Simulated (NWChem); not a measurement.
# doublet PN+ at 6 levels

Wanted: a comparison of 6 runs (U-r2SCAN/aug-cc-pVTZ, U-revPBE/aug-cc-pVTZ, UM06-L/aug-cc-pVTZ, UPBE/aug-cc-pVTZ, UPBE0/aug-cc-pVTZ, UTPSS/aug-cc-pVTZ) of doublet PN+. 

Program for the calculation: NWChem 7.3.0.

2 further runs of the same task are left out: 2 set aside as unsound or not needed.

## Step 1: The molecule

PN+: 2 atoms, total charge +1, spin state doublet. As SMILES of the parent species, `N#P`. The bond length is the one measured for the parent species. That shape belongs to the parent species and isn't relaxed for this state.

Bond lengths: N1–P2 1.491 Å.

## Step 2: A single-point energy at U-r2SCAN/aug-cc-pVTZ (run 1)

np.nw reads:

```
start np
title "NP energy"
memory total 2200 mb
charge 1

geometry units angstroms noautosym nocenter noautoz
  N     0.000000    0.000000    0.000000
  P     0.000000    0.000000    1.490866
end

basis spherical bse
  * library aug-cc-pVTZ
end

dft
  xc r2scan
  mult 2
  grid fine
  convergence energy 1e-08
  iterations 100
  mulliken
  print low
end

task dft energy
```

The run is started by

```sh
$ nwchem np.nw > np.out
```

Log:

```text
[...]
 d= 0,ls=0.0,diis     1   -395.4977189471 -4.33D+02  7.23D-03  5.27D-01     3.3
[...]
 d= 0,ls=0.0,diis    14   -395.6084622880 -1.37D-09  1.22D-07  8.11D-11    32.4
[...]
         Total DFT energy =     -395.608462287986
      One electron energy =     -612.238411603580
           Coulomb energy =      209.029273804628
    Exchange-Corr. energy =      -29.668677432202
 Nuclear repulsion energy =       37.269352943167
[...]
      Total Density - Mulliken Population Analysis
     ---------------------------------------------
    Atom       Charge   Shell Charges
 -----------   ------   -------------------------------------------------------
    1 N    7     7.17   1.95  0.25  1.00  0.48 -0.01  0.90  1.59  0.88  0.03  0.00  0.03  0.06  0.00  0.00
    2 P   15    13.83   2.00  1.87  0.21  1.20  0.51  0.00  5.77  0.54  1.41  0.21 -0.01  0.08  0.06 -0.03  0.02 -0.01
[...]
      <S2> =      0.7972 (Exact =     0.7500)
[...]
```

Wall time 33 s (1 thread of Intel Xeon Platinum 8488C (Sapphire Rapids), shared host); peak memory 0.11 GiB.

## Step 3: A single-point energy at U-revPBE/aug-cc-pVTZ (run 2)

run.py reads:

```python
from ase import Atoms
from ase.calculators.nwchem import NWChem

molecule = Atoms(['N', 'P'], positions=[
    [0.000000, 0.000000, 0.000000],
    [0.000000, 0.000000, 1.490866],
])

calc = NWChem(
    label='m1',
    theory='dft',
    memory='2200 mb',
    basis='aug-cc-pVTZ',
    basispar='spherical bse',
    charge=1,
    dft={'xc': 'revpbe cpbe96', 'mult': '2', 'grid': 'fine', 'convergence': 'energy 1e-08', 'iterations': '100', 'mulliken': None},
    task='energy',
)
molecule.calc = calc

print("Total energy (eV):", round(molecule.get_potential_energy(), 6))
```

The run is started by

```sh
$ export ASE_NWCHEM_COMMAND="nwchem PREFIX.nwi > PREFIX.nwo"
$ python run.py
```

Log:

```text
Total energy (eV): -10764.683408
```

The calculator wrote m1.nwi:

```
title "m1"

permanent_dir m1

scratch_dir m1

start m1

geometry units angstrom nocenter noautosym noautoz
  N  0.0000000000000000e+00 0.0000000000000000e+00 0.0000000000000000e+00
  P  0.0000000000000000e+00 0.0000000000000000e+00 1.4908660000000000e+00
end

charge 1

memory 2200 mb

basis spherical bse noprint
   * library aug-cc-pVTZ
end

dft
  xc revpbe cpbe96
  mult 2
  grid fine
  convergence energy 1e-08
  iterations 100
  mulliken
end

task dft energy
```

m1.nwo:

```text
Northwest Computational Chemistry Package (NWChem) 7.3.0
             --------------------------------------------------------

           Job information
           ---------------

    nwchem branch   = 7.3.0
    use scalapack   = T
    input           = m1.nwi
    prefix          = m1.
    data base       = m1/m1.db
    status          = startup
    nproc           =        1

           Memory information
           ------------------

[... 5 lines left out ...]
    hardfail = no
[... 34 lines left out ...]
            Nuclear Dipole moment (a.u.)
[... 57 lines left out ...]
          Convergence on density requested:  1.00D-05
[... 23 lines left out ...]
          Convergence aids based upon iterative change in
[... 31 lines left out ...]
 2-e energy   =     169.956408
[... 48 lines left out ...]
           Coulomb energy =      209.000327761859
[... 728 lines left out ...]
                     DFT Final Beta Molecular Orbital Analysis
[... 806 lines left out ...]
     Multipole analysis of the density
     ---------------------------------

     L   x y z        total         alpha         beta         nuclear
     -   - - -        -----         -----         ----         -------
     0   0 0 0      1.000000    -11.000000    -10.000000     22.000000

     1   1 0 0     -0.000000     -0.000000     -0.000000      0.000000
[... 8 lines of this table left out ...]
     2   0 0 2     -1.140359    -62.269343    -57.931091    119.060075

 Task  times  cpu:       29.3s     wall:       29.3s
 Total times  cpu:       29.3s     wall:       29.3s
```

Wall time 31 s (1 thread of Intel Xeon Platinum 8488C (Sapphire Rapids), shared host); peak memory 0.11 GiB.

Runs 3 to 5 aren't shown in full; the table further down has their settings and results.

## Step 4: The energy at UTPSS/aug-cc-pVTZ (run 6)

struct.nw reads:

```
start struct
memory 2200 mb
charge 1

geometry units angstroms noautosym nocenter noautoz
  N      0.000000     0.000000     0.000000
  P      0.000000     0.000000     1.490866
end

basis "ao basis" spherical bse
  * library aug-cc-pVTZ
end

dft
  xc xtpss03 ctpss03
  mult 2
  grid fine
  convergence energy 1e-08
  maxiter 100
  mulliken
end

task dft energy
```

The run is started by

```sh
$ nwchem struct.nw > struct.out
```

Log:

```text
[...]
          Wavefunction type:  spin polarized.
          No. of atoms     :     2
          No. of electrons :    21
[...]
          Charge           :     1
          Spin multiplicity:     2
[...]
          AO basis - number of functions:    96
[...]
              XC Information
              --------------
                  TPSS metaGGA Exchange Functional  1.000
             TPSS03 metaGGA Correlation Functional  1.000
[...]
 d= 0,ls=0.0,diis     1   -395.5875541000 -4.33D+02  7.84D-03  5.36D-01     3.2
[...]
 d= 0,ls=0.0,diis    13   -395.6996210206 -9.69D-09  2.53D-07  3.37D-10    30.2
[...]
         Total DFT energy =     -395.699621020649
      One electron energy =     -612.250878426802
           Coulomb energy =      209.033140586310
    Exchange-Corr. energy =      -29.751236123325
 Nuclear repulsion energy =       37.269352943167
[...]
      Total Density - Mulliken Population Analysis
     ---------------------------------------------
    Atom       Charge   Shell Charges
 -----------   ------   -------------------------------------------------------
    1 N    7     7.13   1.95  0.25  1.01  0.49  0.00  0.91  1.56  0.84  0.03  0.00  0.03  0.05  0.00  0.00
    2 P   15    13.87   2.00  1.86  0.23  1.21  0.44 -0.00  5.76  0.56  1.45  0.24 -0.01  0.08  0.06 -0.02  0.02 -0.01
[...]
      <S2> =      0.7716 (Exact =     0.7500)
[...]
```

Run time: 31 s. Hardware: 1 thread of Intel Xeon Platinum 8488C (Sapphire Rapids), shared host; peak memory 0.11 GiB.

## Step 5: Overview of the runs

```
run                 level  energy (Eh)   ⟨S²⟩  wall time
  1  U-r2SCAN/aug-cc-pVTZ  -395.608462  0.797       33 s
  2  U-revPBE/aug-cc-pVTZ  -395.594822  0.767       31 s
  3    UM06-L/aug-cc-pVTZ  -395.658300  0.812       36 s
  4      UPBE/aug-cc-pVTZ  -395.451819  0.765       30 s
  5     UPBE0/aug-cc-pVTZ  -395.466156  0.800       30 s
  6     UTPSS/aug-cc-pVTZ  -395.699621  0.772       31 s
```

## Step 6: Outcome

```
                                 quantity          value
                      run 6: total energy  -395.69962 Eh
run 6: HOMO energy (highest over α and β)      -16.80 eV
 run 6: LUMO energy (lowest over α and β)      -15.47 eV
                              run 6: ⟨S²⟩          0.772
```

What this shows: Totals of different functionals can't be ranked against each other. All runs together took 3.2 min, the longest 36 s.
